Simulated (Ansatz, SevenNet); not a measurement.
For wurtzite GaN, the machine-learned potential SevenNet-0 (trained on PBE and PBE+U data) gives:

- equilibrium lattice constant a = 3.217 Å
- c axis length = 5.241 Å
- elastic constant C11 = 311 GPa
- elastic constant C44 = 76.7 GPa
- polycrystal shear modulus = 87.3 GPa

**Question.** What does r²SCAN+rVV10 in Ansatz (PAW) give for the same quantities?

**Answer.** 
- lattice constant a: 3.176 Å (drops by 1.3 %)
- lattice parameter c: 5.173 Å (decreases by 1.3 %)
- elastic constant C11: 366 GPa (goes up by 18 %)
- elastic constant C44: 97.3 GPa (increases by 27 %)
- Voigt–Reuss–Hill shear modulus: 114 GPa (increases by 31 %)

For comparison: lattice constant a 3.189 Å (measured, room temperature, not corrected to a static lattice; as tabulated in Lucero et al. (2012), arXiv:1111.4515); lattice parameter c 5.185 Å (measured, room temperature, not corrected to a static lattice; as tabulated in Lucero et al. (2012), arXiv:1111.4515); elastic constant C11 390 GPa (measured, temperature not stated, not corrected to a static lattice, our sources range from 359 to 390; as tabulated in Oses et al. (2018), arXiv:1811.08464); elastic constant C44 105 GPa (measured, temperature not stated, not corrected to a static lattice, our sources range from 98.0 to 105; as tabulated in Oses et al. (2018), arXiv:1811.08464); Voigt–Reuss–Hill shear modulus 120 GPa (measured, temperature not stated, not corrected to a static lattice, Hill average of measured single-crystal constants; as tabulated in Oses et al. (2018), arXiv:1811.08464).

Changes are worked out from the printed values.

Unless a cell is named, each level is at its own relaxed cell (SevenNet-0 11.75, r²SCAN+rVV10 11.30 Å³/atom).

Ansatz's density-functional and Hartree–Fock values are scalar-relativistic unless marked +SOC, with PAW data made under PBE.

Ansatz is a quantum-chemistry and plane-wave program.
